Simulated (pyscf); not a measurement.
PySCF, gas phase, ωB97X-D3(BJ)/def2-SVP geometries.

Question: `[CH3][ZnH]` + `[F][Cl]` → `[CH3][Zn][Cl]` + `[FH]`
Surface: singlet. Broken: H–Zn, Cl–F. Formed: Cl–Zn, F–H. Give ΔE‡ and ΔE from ωB97M-D3(BJ)/def2-TZVP, relative to the separated reactants.

Answer: ΔE‡ = 91.2 kJ/mol, ΔE = -432.1 kJ/mol. Zero-point energy shifts the barrier by -1.5 kJ/mol. It is a four-centre exchange, with an imaginary mode of 642i cm⁻¹. At the saddle there is also a short F–Zn contact that neither side keeps. One saddle was located; it need not be the lowest between these sides. One closed-shell reference is unstable to symmetry breaking; treat the single-reference values with care. Elements up to Kr have no core potential and no relativistic terms here.
